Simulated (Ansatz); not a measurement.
**Down a group: vertical spin gaps of O–CH$_{2}$, H2Si–O**

Ansatz 0.2.0, functionals in def2-QZVPP, HF, MP2 and coupled cluster extrapolated from def2-TZVPP and def2-QZVPP (exp(−7.88 √X), X^−2.97); geometries are PBE0/def2-TZVP minima. Wave-function levels freeze the cores; HF, MP2 and coupled cluster are restricted for singlets and unrestricted otherwise, Kohn–Sham unrestricted where that lies lower. The best estimate adds to that CCSD(T) limit the step from CCSD(T) to the highest level run in a smaller set (CCSDT(Q)/cc-pVDZ, CCSDT(Q)/cc-pVTZ). It lacks core correlation, which semilocal and hybrid functionals hold and which counts in their errors here, (a few kJ/mol in atomization energies of light atoms) is good to about 1 kcal/mol where the step is under 0.06 eV, as here, and is no measured value. An error is the level's value less this estimate. Energies are electronic, without zero-point terms. No spin–orbit coupling and no scalar relativity. CCSD(T)'s error is that step with its sign reversed, by construction, and steps from double-zeta sets run high. The species are chosen: bound, without strong static correlation by their natural occupations or amplitudes, in their lowest spin state as far as vertical gaps and like structures tell, and with a ladder that closes on the reference, so errors are smaller than for species at large; levels whose determinant breaks symmetry or spin markedly are left out.

| species | bonds (Å) | quantity | symmetry of the states | reference | value (kJ/mol) | error MP2 | error CCSD | error CCSD(T) | error PBE | error B97M-V |
| --- | --- | --- | --- | --- | --- | --- | --- | --- | --- | --- |
| O–CH2, singlet | C–O 1.195, C–H 1.109, angles at C 116/122° | triplet less singlet, vertical | A1 / A2 | limit + step to CCSDT(Q)/cc-pVTZ | 355.2 | 39.7 | -8.7 | 0.8 | -35.1 | -31.1 |
| H2Si–O, singlet | O–Si 1.516, Si–H 1.486, angles at Si 112/124° | triplet less singlet, vertical | A1 / A2 | limit + step to CCSDT(Q)/cc-pVDZ | 394.0 | 52.0 | -14.9 | -0.7 | -39.5 | -40.4 |

The reference rises from C to Si, by 38.8 kJ/mol in all.
